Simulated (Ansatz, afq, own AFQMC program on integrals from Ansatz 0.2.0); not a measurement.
AFQMC on a folder of integrals that Ansatz 0.2.0 wrote.

```yaml
crystal:
  periodic: [false, false, false]
  atoms:
    - {symbol: Re, position_ang: [0.000000, 0.000000, 0.000000]}
basis:
  gaussian: {orbitals: def2-TZVP}
magnetization: {spin_polarized: true, initial_magnetization: 5}
correlation: {method: ccsd_t, electrons: outside_noble_gas, hamiltonian_folder: ham}
```

```sh
$ ansatz run in.yaml --threads 1 --pin off --events-out ev --progress --plain --max-ram 24576MiB --backend cuda --devices 0, --max-vram 18GiB
```

Options of the walk:

```
--method phaseless --trial cisd --walkers 4000 --populations 20 --least-time 60 --time-step 0.005 --steps-per-block 50 --equilibration-blocks 28 --max-blocks 4000 --target-error 0.00016 --factor-cut 1e-05 --start spin_pure --seed 444 --release-times 0.24,0.6,1.2,2,3,4.2 --release-step 0.04 --release-every 3 --taylor-order 6
```

Times are imaginary, in 1/Eh. The walk had a cap of 171 s. With eight or more populations the least sampling time is a fifth of least-time, and the error comes from their spread. Core potentials past Kr, no spin–orbit coupling.

afq prints:

```
orbitals 36  electrons 6 1  factors 237 of 237
reference energy -77.53454488 Eh
CCSD correlation -0.11162483 Eh in 10 cycles, weight of the determinant in the CISD state 0.9170
energy of the start -77.645718 Eh
 block  time / (1/Eh)  mean weight  energy / Eh
     1     0.250  1.0001  -77.645461
     2     0.500  1.0001  -77.646085
     3     0.750  1.0001  -77.646794
     4     1.000  0.9999  -77.647338
     5     1.250  0.9999  -77.647946
     8     2.000  0.9999  -77.648531
    11     2.750  1.0001  -77.649007
    14     3.500  1.0002  -77.649195
    17     4.250  1.0000  -77.649427
    20     5.000  1.0001  -77.649698
    23     5.750  1.0001  -77.649452
    26     6.500  1.0000  -77.649692
    29     7.250  1.0001  -77.649803
    32     8.000  1.0002  -77.649751
    33     8.250  1.0000  -77.650188
    35     8.750  1.0002  -77.649840
    38     9.500  1.0001  -77.649835
    41    10.250  0.9999  -77.649961
    44    11.000  0.9999  -77.649348
    47    11.750  1.0002  -77.649366
    50    12.500  1.0001  -77.649504
    53    13.250  1.0001  -77.649703
    56    14.000  0.9999  -77.649376
    57    14.250  1.0003  -77.649083
    59    14.750  1.0000  -77.649290
    62    15.500  0.9999  -77.649762
    65    16.250  1.0000  -77.649659
    68    17.000  1.0000  -77.650137
    71    17.750  0.9999  -77.649893
    74    18.500  1.0001  -77.649837
    77    19.250  0.9999  -77.649968
    78    19.500  1.0002  -77.650045
error from the spread of 20 populations
released: time / (1/Eh)  energy / Eh  error  mean overlap
  0.24  -77.649805  0.000050  1.0006
  0.60  -77.649934  0.000042  0.9987
  1.20  -77.649997  0.000038  0.9971
  2.00  -77.650001  0.000049  0.9964
  3.00  -77.650007  0.000041  0.9973
  4.20  -77.650057  0.000065  0.9998
energy -77.649720 +/- 0.000054 Eh
(rows thinned)
```

The run passed its tests (sampling time, drift between the halves within three errors, error under three times the target), which doesn't prove that it has relaxed.

Against this walk (error 1.5 meV) on the same determinant: CCSD(T) 10.2 meV higher, CCSDT(Q) 11.3 meV lower, CCSDTQ 11.5 meV lower. The error is statistical and leaves out the bias of the constraint. Released to 4.20 1/Eh the energy lies 9.2 ± 2.3 meV (both errors) below the phaseless value, which shows part or all of the bias of the constraint, and CCSDTQ lies 2.3 meV below the released value.

Cautions: constraint bias not in the error; no spin-orbit coupling; outer-core shells of the metal frozen.

The walk took 38 s on 1 × NVIDIA H100 80GB HBM3 with 2 threads of AMD EPYC 7R13 Processor (Zen 3), with other jobs on the host (the card was shared). The log's last line is the phaseless energy.

CCSDT and higher add their correlation energy to the determinant of the CCSD(T) run, since their own runs factorise the integrals more tightly (a shift of under 2 meV). A walk keeps the symmetry of its determinant, which the program's search chose and which needn't be the lowest solution, so a lower state of the same spin and another symmetry isn't excluded.
